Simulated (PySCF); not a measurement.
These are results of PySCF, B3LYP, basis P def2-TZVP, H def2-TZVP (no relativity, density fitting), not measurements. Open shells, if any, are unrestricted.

Question: What shape and geometry does isolated singlet PH3 take (every ligand bound to P)?

Answer: Counting electrons, phosphorus keeps 2 of its valence electrons outside its bonds, so the VSEPR class is AX3E1 and the expected shape is trigonal pyramidal (C3v), as computed. The angle of 93° is close to 90°: the heavy centre bonds with nearly pure p orbitals and keeps its lone pair s-like. The lowest minimum found is a singlet of C3v symmetry with P–H 1.419 Å (×3); H–P–H 93.4° (×3). Its harmonic wavenumbers are 1022 (a1), 1142 (e), 2388 (a1), 2396 (e) cm⁻¹ and its dipole moment is 0.62 D.
